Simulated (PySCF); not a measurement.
hydrogen sulfide (H2S), SMILES S. Atoms are numbered in the order given.

```xyz
3

S      0.0000     0.0000     0.1047
H      0.0000    -0.9705    -0.8377
H      0.0000     0.9705    -0.8377
```
Charge 0, spin multiplicity 1.

Geometry optimised at PBE-D3(BJ)/def2-TZVPD.

The numbers are results of PBE-D3(BJ)/def2-TZVPD in PySCF, not measurements.

Frequencies are harmonic and unscaled.

| mode | ν (cm⁻¹) | IR (km/mol) | moving atoms (share of kinetic energy) |
|---|---|---|---|
| 1 | 1164 | 0.2 | H 97 % |
| 2 | 2629 | 0.1 | H 97 % |
| 3 | 2644 | 0.1 | H 97 % |
